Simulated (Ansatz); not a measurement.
Process, species as SMILES: CCl (CH3-Cl) → [CH2-]Cl + H+
B3LYP-D3(BJ)/def2-TZVP geometries, fixed; electronic energies without zero-point terms.

Basis-set convergence of the deprotonation energy at PBE with Ansatz (a quantum-chemistry and plane-wave program). Cartesian d functions, on some or all atoms, in 6-31G*, 6-31+G*, 6-31G**, 6-311G**, 6-311+G**; all else is spherical. The program fits the integrals of some runs and decomposes those of others, by size. No added dispersion term, no relativity. Functions are those of the species that has most. Reference: the value in aug-pcseg-3, 402.10 kcal/mol, itself unsure by roughly 0.37 kcal/mol (its mean distance from aug-cc-pV(Q+d)Z, def2-QZVPPD). Deviations are taken from unrounded values.

```tsv
basis	functions
STO-3G	17
3-21G	28
6-31G	28
6-31G*	40
6-31+G*	48
6-31G**	49
6-311G**	63
6-311+G**	71
aug-pcseg-1	77
6-311++G(2d,2p)	92
6-311++G(3df,3pd)	140
aug-pcseg-2	165
aug-pcseg-3	321
```

Problem. Which is the smallest set listed that can be trusted to 2 kcal/mol here, that is, within that of the reference together with its larger relatives (same family, alike in diffuse functions; a set with none to test it counts only in the reference's own line)?

Solution. The smallest set listed that lies within 2 kcal/mol of the reference with all its larger relatives (same family, alike in diffuse functions; a set with none counts only in the reference's own line) is 6-31+G* (48 functions, 1.31 kcal/mol off). Value minus reference: STO-3G 97.61, 3-21G 17.16, 6-31G 17.50, 6-31G* 17.78, 6-31+G* 1.31, 6-31G** 17.91, 6-311G** 7.17, 6-311+G** 0.33, aug-pcseg-1 -2.63, 6-311++G(2d,2p) -0.27, 6-311++G(3df,3pd) 0.24, aug-pcseg-2 -0.01, aug-pcseg-3 0.00 kcal/mol.
